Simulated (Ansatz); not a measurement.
Geometry optimisation, UKS revPBE-D4/cc-pVDZ (Ansatz 0.2.0).

Input:

```yaml
crystal:
  periodic: [false, false, false]
  atoms:
    - { symbol: Si, position_ang: [0.0, 0.0, 0.0] }
    - { symbol: Cl, position_ang: [0.0, 0.0, 2.38] }
    - { symbol: H, position_ang: [1.3768, 0.0, -0.4862] }
    - { symbol: H, position_ang: [-0.6877, 1.1914, -0.4862] }
    - { symbol: Si, position_ang: [-1.0456, -1.8115, -0.7393] }
    - { symbol: H, position_ang: [-1.7029, -2.4846, 0.3772] }
    - { symbol: H, position_ang: [-2.0454, -1.4265, -1.7311] }
    - { symbol: H, position_ang: [-0.0777, -2.7173, -1.3511] }
    - { symbol: H, position_ang: [0.0, 0.0, 4.05] }
magnetization:
  spin_polarized: true
  initial_magnetization: 1
basis:
  gaussian: { orbitals: cc-pVDZ }
hamiltonian:
  xc: revpbe
  dispersion: d4
relax:
  f_tol: 0.15
  max_steps: 25
  restrain:
    - { distance: [1, 8], at: 1.37, k: 30.0 }
    - { distance: [0, 1], at: 3.33, k: 30.0 }
```

Command:

```bash
$ ansatz run input.yaml --threads 2 --pin off --max-ram 3072MiB --backend cpu --events-out ev --progress --plain --runs-dir out
```

Task: Where does it end, and by what steps?

Result: The forces met the threshold. The restraints hold the end off the free minimum. After 7 steps the energy has fallen by 0.831 eV (the restraints' own energy left out); Cl2 moved furthest, 0.67 Å. Parted: Si1–Cl2 (2.38 → 3.33 Å).

| step | energy less start (eV) | largest force component (eV/Å) | accepted |
| --- | --- | --- | --- |
| 0 | 0.0000 | 1.077 | yes |
| 1 | -0.1761 | 1.935 | yes |
| 2 | -0.3961 | 1.316 | yes |
| 3 | -0.7194 | 0.937 | yes |
| 4 | -0.8035 | 0.897 | yes |
| 5 | -0.7801 | 1.065 | no |
| 6 | -0.8204 | 1.011 | yes |
| 7 | -0.8313 | 0.907 | yes |

```xyz
9
Properties=species:S:1:pos:R:3
Si 0.063 0.108 -0.278
Cl 0.049 -0.026 3.052
H 1.475 0.170 -0.813
H -0.675 1.379 -0.634
Si -1.084 -1.869 -0.838
H -1.825 -2.400 0.366
H -2.092 -1.628 -1.940
H -0.095 -2.916 -1.295
H 0.002 -0.066 4.394
```

Time of the run: 22 s on 2 threads of Intel(R) Xeon(R) Platinum 8175M CPU @ 2.50GHz (Skylake/Cascade Lake) (shared host), peak memory 0.18 GiB.
